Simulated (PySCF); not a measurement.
Gas-phase reaction: 2 BH2F + F2 ⇌ 2 BF2 + 4 H

Energies from PySCF (xtb for GFN2), thermal terms from the rigid-rotor harmonic-oscillator model, ideal gas at 1 bar. † marks an energy on the PBE0/def2-TZVP geometry and frequencies; other levels use their own. Open shells (unrestricted): BF2 (multiplicity 2), H (multiplicity 2); the rest are closed-shell singlets. GFN2 has no spin-polarisation term. BH2F: computed as isolated molecules; such fragments, hydroxides, amides, oligomers or adducts are transient or little studied in the gas.

r2SCAN/def2-TZVP† gives ΔH°(298 K) = 436 kJ.

**Question.** What do LDA/def2-TZVP†, GFN2-xTB, M06-2X/def2-TZVP† give?

**Answer.** LDA/def2-TZVP†: 532 kJ; GFN2-xTB: 998 kJ; M06-2X/def2-TZVP†: 440 kJ. For scale, ΔH°(298 K) is 436 kJ at this level, 497 kJ at ωB97M-V/def2-TZVP†, and runs from 160 to 998 kJ over the 20 levels computed.
